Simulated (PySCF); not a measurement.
Structure problem from calculated spectra and properties.

Formula: C6H10.

- Rotational structure: rotational constants A, B, C: 6.707, 2.243, 1.884 GHz [GFN2-xTB]
- Polarisability: 74.9 au [B3LYP/def2-SVPD]
- Triplet: lowest triplet excitation (Tamm–Dancoff): 4.44 eV [TDA B3LYP/def2-SVPD]
- 13C NMR: chemical shifts (computed TMS as zero) by class: 153.1 (1 C), 148.6 (1 C), 122.9 (1 C), 117.5 (1 C), 50.0 (1 C), 24.0 (1 C) ppm [GIAO PBE0/pcSseg-1]
- Dipole: 0.28 D [B3LYP/def2-SVPD]
- UV, first state: lowest singlet excitation: 6.08 eV (204 nm, f = 0.089) [TDDFT B3LYP/def2-SVPD]

Electronic properties: PySCF, gas phase, density fitting. Levels stand in brackets. The structure is a single GFN2-xTB conformer in the gas phase; no vibrational or solvent corrections. NMR classes are plain means over equivalent atoms (diastereotopic ones count apart unless rotation or inversion swaps them), as if these changed places fast.

Question: Propose a structure and show how it fits.

Answer: Numbering: `[CH2:1]=[CH:2][CH2:3][C:4](=[CH2:5])[CH3:6]`. Its formula, C6H10, gives 2 degrees of unsaturation: 0 rings and 2 π bonds in the structure found. 6 carbons fall into 6 classes; from least to most shielded: fully substituted alkene carbon [C4] (153.1 ppm), alkene CH carbon [C2] (148.6 ppm), terminal =CH2 carbon [C1] (122.9 ppm), terminal =CH2 carbon [C5] (117.5 ppm), allylic carbon [C3] (50.0 ppm), allylic carbon [C6] (24.0 ppm). The optimised geometry has point group C1 and is an asymmetric top. Structure: `C=CCC(=C)C` (2-methyl-1,4-pentadiene). Computed isomers that give other values at the same levels: `C1=CCCCC1` (13C chemical shifts (computed TMS as zero) by class: 135.0 (2 C), 29.7 (2 C), 26.4 (2 C) ppm); `C=C1CC[C@@H]1C` (13C chemical shifts (computed TMS as zero) by class: 164.4 (1 C), 113.1 (1 C), 39.4 (1 C), 28.4 (1 C), 24.9 (1 C), 23.4 (1 C) ppm); `CC[C@@H]1[C@H]2C[C@@H]12` (13C chemical shifts (computed TMS as zero) by class: 46.7 (1 C), 28.2 (1 C), 27.3 (1 C), 16.8 (1 C), 4.8 (2 C) ppm). The assignments are read from this structure; whether some other isomer fits the data as well wasn't checked.

Shape of the structure used: `[CH2:1]=[CH:2][CH2:3][C:4](=[CH2:5])[CH3:6]`: C1–C2–C3–C4 119°, C2–C3–C4–C5 109°.
